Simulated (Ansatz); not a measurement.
**How basis sets differ on C2H7Al (SMILES [CH3][AlH][CH3])**

The species is C2H7Al (10 atoms), meant as a singlet with charge 0. SMILES: `[CH3][AlH][CH3]`. The shape is that of a PBE0-D4/def2-TZVP optimisation.

Quantity: the HOMO–LUMO gap, in eV. The values are calculated.

```
                            level          kind  program  value (eV)
                        HF/STO-3G  Hartree–Fock   Ansatz       17.71
                         HF/3-21G  Hartree–Fock   Ansatz       12.62
                      HF/def2-SVP  Hartree–Fock   Ansatz       12.85
HF/6-311G** (Cartesian d past Ne)  Hartree–Fock   Ansatz       12.34
```

The values span 12.34 to 17.71 eV. A Hartree–Fock LUMO above zero doesn't converge with the basis: it sinks as sets grow more diffuse. Orbital gaps aren't excitation energies.
